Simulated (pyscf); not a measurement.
HCl (SMILES Cl) + H₂N–Ge(Cl)(Cl)–Cl (SMILES [NH2][Ge]([Cl])([Cl])[Cl]) → Cl–Ge(Cl)(Cl)–Cl (SMILES [Cl][Ge]([Cl])([Cl])[Cl]) + NH₃ (SMILES N) (four-centre exchange; singlet surface; Cl–H, Ge–N broken, Cl–Ge, H–N formed). PySCF, gas phase, ωB97X-D3(BJ)/def2-SVP geometries. Energies in kJ/mol from the separated reactants.

```csv
level,barrier,reaction energy
PBE/def2-TZVP,15.8,-49.1
r²SCAN/def2-TZVP,?,-47.1
B3LYP-D3(BJ)/def2-TZVP,?,?
PBE0-D3(BJ)/def2-TZVP,14.7,-47.3
ωB97M-D3(BJ)/def2-TZVP,30.0,-43.6
HF/def2-TZVP,91.0,-42.2
```

Complete the blanks.


- r²SCAN/def2-TZVP, barrier: 16.6
- B3LYP-D3(BJ)/def2-TZVP, barrier: 21.1
- B3LYP-D3(BJ)/def2-TZVP, reaction energy: -47.7

The functionals in the table span 15.3 kJ/mol in this barrier, from PBE0-D3(BJ) to ωB97M-D3(BJ)/def2-TZVP. On the reactant side the descent ends in a complex, 24.0 kJ/mol under the separated species and 47.1 kJ/mol under the saddle at ωB97X-D3(BJ)/def2-TZVP. On the product side the descent ends in an adduct with a Ge–N contact, 6.7 kJ/mol over the separated species and 66.2 kJ/mol under the saddle at ωB97X-D3(BJ)/def2-TZVP. What is counted as broken (Ge–N) persists as a longer contact in the product adduct; parting that adduct is a step of its own. This is the saddle that the search found; another between the same sides may lie lower. Elements up to Kr have no core potential and no relativistic terms here.
